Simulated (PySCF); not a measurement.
Species: CH3N.
Cartesian coordinates in Å at the PBE0-D3(BJ)/def2-TZVP level; atoms count from 1:
```xyz
5
CH3N angstrom
C     -0.384   -0.021   -0.168
N      0.706   -0.505   -0.578
H     -0.479    0.896    0.423
H     -1.314   -0.539   -0.411
H      1.495    0.072   -0.284
```

Linear response at PBE0/aug-cc-pVTZ (PySCF, frozen core in the response, non-relativistic). Isolated species at its PBE0-D3(BJ)/def2-TZVP geometry, gas phase.

Static isotropic polarisability: 22.76 au (3.37 Å³), principal values 17.1, 22.0, 29.3 au.

Question: What is the polarisability at 1064 nm and at the sodium D line?

Answer: 22.96 au at 1064 nm (+0.9 %), 23.43 au at 589.3 nm (+2.9 %). The rise at 589.3 nm is 3.37 times that at 1064 nm; a pure ω² law gives 3.26. The lowest singlet lies at 242 nm, shorter than both wavelengths.

Question: What is the isotropic C6 coefficient between two such molecules, C6 = (3/π)∫α(iω)² dω?

Answer: 215.1 au (Eh·bohr⁶) by a ten-point quadrature over imaginary frequencies, which is 129 eV·Å⁶ or 12.4 J·nm⁶/mol.

Question: Which effective excitation energy ω̄ makes London's formula C6 = (3/4)α²ω̄ exact here?

Answer: ω̄ = 4·C6/(3α²) = 0.554 Eh = 15.1 eV. A one-pole form α(ω) = α/(1 − ω²/ω̄²) fitted to the 1064 nm value gives 12.5 eV.

Question: What does −C6/R⁶ come to at R = 10 Å between centres?

Answer: -12 J/mol. This is the leading, orientation-averaged term; C8 and higher terms are left out.

Question: How anisotropic is the static polarisability, by Δα² = ½[(α1 − α2)² + (α2 − α3)² + (α3 − α1)²]?

Answer: Δα = 10.6 au, or 0.47 of the isotropic value.

Question: How many electrons N does the Slater–Kirkwood formula C6 = (3/4)·√N·α^(3/2) need to give this C6?

Answer: N = (4·C6/3)²/α³ = 7.0; the species has 16 electrons in all.

Question: What three-body coefficient follows from the one-pole estimate C9 = (3/4)·α·C6?

Answer: 3670 au. This is an estimate from the two numbers above, not a computed integral.
